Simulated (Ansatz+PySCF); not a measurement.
The numbers below are computed, except where a source is named.
Input for PySCF 2.14.0:

```python
from pyscf import gto, scf, mp

mol = gto.M(atom="""
H 0.904350 1.254820 -2.190290
H 0.902660 -1.203680 -2.192590
H -0.935650 -1.216060 -2.195570
C -0.010090 0.684400 -2.204030
C -0.017660 -0.634430 -2.198010
""", basis='cc-pvtz', charge=0, spin=1)
mf = scf.UHF(mol)
mf.kernel()
pt = mp.MP2(mf, frozen=2).run()
print(mf.e_tot, pt.e_corr, pt.e_tot)
```

The script is written out from the run's settings.

Output:

```yaml
Converged: yes
Reference_energy: -77.41716 hartree
Correlation_energy: -0.28310 hartree
Total_energy: -77.70026 hartree
Spin_squared_of_the_determinant: 0.970
```

Caution: the unrestricted determinant is spin contaminated.
